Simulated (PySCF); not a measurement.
C2H2. Atoms are numbered in the order given.

```xyz
4

C      0.0000     0.0000     0.5986
C      0.0000     0.0000    -0.5986
H      0.0000     0.0000     1.6635
H      0.0000     0.0000    -1.6635
```
Charge 0, spin multiplicity 1.

Geometry optimised at PBE0-D3(BJ)/def2-TZVPD.

Computed with CAM-B3LYP/def2-TZVPD (PySCF).

Mulliken values depend strongly on the basis, most of all with diffuse functions as here. Atomic charges (e):

| atom | meta-Löwdin | Mulliken |
|---|---|---|
| C1 | -0.17 | -0.27 |
| C2 | -0.17 | -0.27 |
| H3 | 0.17 | 0.27 |
| H4 | 0.17 | 0.27 |
